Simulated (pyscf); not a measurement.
Structures and frequencies: ωB97X-D3(BJ)/def2-SVP in PySCF. MP2 and CC: frozen core, UHF for open shells. ΔMP2 is the change of the MP2 total energy from the triple- to the quadruple-zeta basis.

Task: Estimate the classical barrier height and the reaction energy of fluoromethane (H₃C–F) + H atom (H•) → methyl (CH₃•) + hydrogen fluoride (HF) at CCSD(T)/def2-TZVPP + ΔMP2(QZVPP). The step runs on the doublet surface, breaks C–F and forms F–H; take the separated reactants as zero.

Result: ΔE‡ = 1.33 eV, ΔE = -1.17 eV. Zero-point energy shifts the barrier by -0.03 eV. It is an atom transfer, with an imaginary mode of 1957i cm⁻¹. The same reactants have a lower exit, to •H₂C–F + H₂ (barrier +0.51 eV at ωB97M-D3(BJ), against +1.28 eV here). This is the saddle that the search found; another between the same sides may lie lower. The angle at the transferred F is 180°. The CCSD(T) − MP2 part came from Ansatz, without density fitting, on the same reference.
